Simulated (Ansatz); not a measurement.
Computed with CAM-B3LYP-D3(BJ)/def2-TZVP in Ansatz (a program for electronic structure). No frequencies were computed at this level.

Ansatz 0.2 input:
```yaml
crystal:
  periodic: [false, false, false]
  atoms:
    - { symbol: C, position_ang: [0.781245, -0.278413, 0.229563] }
    - { symbol: C, position_ang: [-0.458665, -0.012964, 0.004628] }
    - { symbol: H, position_ang: [1.746323, 0.080682, -0.04237] }
    - { symbol: H, position_ang: [-1.260177, -0.587314, 0.449325] }
    - { symbol: H, position_ang: [-0.808726, 0.798009, -0.641147] }
basis:
  gaussian: { orbitals: def2-tzvp }
hamiltonian:
  xc: cam_b3lyp
  dispersion: d3bj
relax:
  max_steps: 150
magnetization:
  spin_polarized: true
  initial_magnetization: 1
```

Output:

```
Functional definition: CAM-B3LYP
492 factors; their error is unknown
164 factors; integrals over basis functions are off by at most 3.0e-6 eV
mean field evaluation 1: about -2116.0773 eV, gradient 2.6e1 eV
mean field evaluation 2: about -2117.2486 eV, gradient 2.1e1 eV
mean field evaluation 4: about -2119.2988 eV, gradient 1.5e0 eV
mean field evaluation 8: about -2119.3132 eV, gradient 6.6e-2 eV
mean field evaluation 16: about -2119.3055 eV, gradient 1.9e-4 eV
mean field -2119.30546120 eV, -77.8830391822 hartree, gradient 3.2e-5 eV, S^2 0.760621; 0 other end points of the search recorded, 0 dependent functions left out
reference -2119.30555607 eV, -77.8830426686 hartree; 8, 7 occupied and 72, 73 virtual orbitals, 492 factors
relax step   1: F+E_penalty+E_count = -2119.33883290 eV  Δ(F+E_penalty+E_count) = +0.000e0 eV  max|allowed force component| = 6.978e-1 eV/Å  Δτ_max = 0.0000 Å  (31 SCF iters, accepted)
these checks for a lower state are left out or cut short: starts, cluster_reference, orbital_swaps, neighbouring_geometries, increment
492 factors; their error is unknown
164 factors; integrals over basis functions are off by at most 3.0e-6 eV
mean field -2119.31450567 eV, -77.8833715603 hartree, gradient 1.7e-5 eV, S^2 0.760924; 0 other end points of the search recorded, 0 dependent functions left out
reference -2119.31460059 eV, -77.8833750485 hartree; 8, 7 occupied and 72, 73 virtual orbitals, 492 factors
relax step   2: F+E_penalty+E_count = -2119.34786361 eV  Δ(F+E_penalty+E_count) = -9.031e-3 eV  max|allowed force component| = 2.981e-1 eV/Å  Δτ_max = 0.0103 Å  (38 SCF iters, accepted)
these checks for a lower state are left out or cut short: starts, cluster_reference, orbital_swaps, neighbouring_geometries, increment
492 factors; their error is unknown
164 factors; integrals over basis functions are off by at most 3.0e-6 eV
mean field evaluation 32: about -2119.3168 eV, gradient 1.6e-5 eV
mean field -2119.31683144 eV, -77.8834570309 hartree, gradient 1.6e-5 eV, S^2 0.761010; 0 other end points of the search recorded, 0 dependent functions left out
reference -2119.31692640 eV, -77.8834605205 hartree; 8, 7 occupied and 72, 73 virtual orbitals, 492 factors
relax step   3: F+E_penalty+E_count = -2119.35019165 eV  Δ(F+E_penalty+E_count) = -2.328e-3 eV  max|allowed force component| = 3.850e-2 eV/Å  Δτ_max = 0.0141 Å  (37 SCF iters, accepted)
these checks for a lower state are left out or cut short: starts, cluster_reference, orbital_swaps, neighbouring_geometries, increment
492 factors; their error is unknown
164 factors; integrals over basis functions are off by at most 2.9e-6 eV
mean field -2119.31705478 eV, -77.8834652386 hartree, gradient 1.6e-5 eV, S^2 0.760997; 0 other end points of the search recorded, 0 dependent functions left out
reference -2119.31714978 eV, -77.8834687297 hartree; 8, 7 occupied and 72, 73 virtual orbitals, 492 factors
relax step   4: F+E_penalty+E_count = -2119.35042168 eV  Δ(F+E_penalty+E_count) = -2.300e-4 eV  max|allowed force component| = 7.376e-3 eV/Å  Δτ_max = 0.0070 Å  (37 SCF iters, accepted)
492 factors; their error is unknown
164 factors; integrals over basis functions are off by at most 2.9e-6 eV
mean field evaluation 64: about -2119.3171 eV, gradient 3.3e-5 eV
mean field -2119.31705478 eV, -77.8834652386 hartree, gradient 1.6e-5 eV, S^2 0.760997; 1 other end points of the search recorded, 0 dependent functions left out
reference -2119.31714978 eV, -77.8834687297 hartree; 8, 7 occupied and 72, 73 virtual orbitals, 492 factors
Total energy: -2119.35051668 eV, -77.8846949407 hartree
Atom 0 at     0.777430    -0.280041     0.230968 Å, force     0.001952    -0.007376     0.006124 eV/Å
Atom 1 at    -0.473083    -0.017443     0.008018 Å, force    -0.000366    -0.000607     0.000461 eV/Å
Atom 2 at     1.748259     0.093322    -0.052464 Å, force     0.001110     0.005448    -0.004477 eV/Å
Atom 3 at    -1.273472    -0.597504     0.457139 Å, force    -0.001624     0.004910    -0.004008 eV/Å
Atom 4 at    -0.779134     0.801666    -0.643662 Å, force    -0.001072    -0.002373     0.001901 eV/Å
Dipole moment:    -0.027487     0.114759    -0.091092 e Å
```

Cost: roughly 7 core-seconds.
